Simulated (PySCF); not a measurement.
**TDDFT excited states: C4H6O**

Compound: cyclobutanone, C4H6O.
SMILES: `O=C1CCC1`

Method: TDDFT CAM-B3LYP/def2-SVPD, vertical, gas phase, core orbitals frozen in the response in PySCF. Isolated species at its PBE0-D3(BJ)/def2-SVP geometry, gas phase.

```
state  λ (nm)  E (eV)       f  main configurations (H = HOMO, L = LUMO)
   S1   289.3    4.29  0.0000                                 H→L (95%)
   S2   176.5    7.03   0.038                  H→L+1 (79%), H→L+2 (19%)
   S3   159.7    7.76  0.0016                  H→L+2 (72%), H→L+1 (18%)
   S4   158.0    7.85  0.0000                               H-2→L (97%)
   S5   156.0    7.95  0.0020                               H-3→L (95%)
   S6   155.6    7.97   0.011                  H→L+3 (63%), H-1→L (33%)
```

The lowest singlet lies at 4.29 eV (289 nm, ultraviolet) and is dark (f under 0.0005); its leading configuration is HOMO→LUMO (95%). The most intense listed level is S2 at 7.03 eV (176 nm, f = 0.038), 2.74 eV above S1. S1 has the pattern of n→π* at C=O. Orbital energies (eV): HOMO-3 -11.72, HOMO-2 -11.36, HOMO-1 -11.04, HOMO -8.69, LUMO 0.41, LUMO+1 1.29, LUMO+2 1.93. Weighted by f, the mean energy of these states is 7.28 eV. The oscillator strengths of these states sum to 0.052; summed over the whole spectrum of an exact calculation they would give the number of electrons, 38 (Thomas–Reiche–Kuhn). No computed singlet lies in the visible range (380 to 750 nm); the lowest, at 289 nm, stands 1.02 eV above its violet end (3.26 eV). Singlets were solved by full linear response.
